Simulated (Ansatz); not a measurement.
System: A-type hexagonal La2O3. Method: revPBE in Ansatz (plane waves, PAW).

Settings: plane-wave cutoff 520 eV, 12×12×6 k mesh (along the axes of the cell as run), Fermi–Dirac smearing 0.01 eV, scalar-relativistic PAW data made under PBE.

Shape and atoms are relaxed at each volume.

Pressure at four volumes; x = ln(V/16.983 Å³). One pressure is withheld.

| V (Å³/atom) | x | P (GPa) |
|---|---|---|
| 16.304 | -0.0408 | ? |
| 16.644 | -0.0202 | 2.16 |
| 16.983 | 0.0000 | -0.01 |
| 17.663 | 0.0393 | -3.75 |

Question: Pass a parabola P(x) through the three rows shown, estimate the bulk modulus and its pressure derivative near zero pressure, and predict the withheld pressure.

Answer: Slopes between the rows: (-0.01 − (2.16))/(0.0000 − (-0.0202)) = -107.43 and (-3.75 − (-0.01))/(0.0393 − (0.0000)) = -95.17 GPa. Their difference over the span 0.0595 is c = 12.26/0.0595 = 206.1 GPa, so P(x) = 2.16 + (-107.43)(x − (-0.0202)) + 206.1 (x − (-0.0202))(x − (0.0000)). At the middle row B = −dP/dx = −[-107.43 + 206.1 × 0.0202] = 103.3 GPa, and B′ = dB/dP = 2c/B = 4.0. At x = -0.0408 the parabola gives 4.55 GPa; the run gives 4.55 GPa. The Birch–Murnaghan fit to the energies at all volumes has B0 = 103 GPa and B′ = 3.8.

Measured, for comparison: bulk modulus 113 GPa (300 K, not corrected to a static lattice; as tabulated in Santana et al. (2016), arXiv:1608.06321). Computed (rounded) less measured: bulk modulus -9 %.

Note: the bulk modulus comes from volumes at which shape and atoms were relaxed.

Spin–orbit coupling is not included.

Ansatz is a first-principles code.
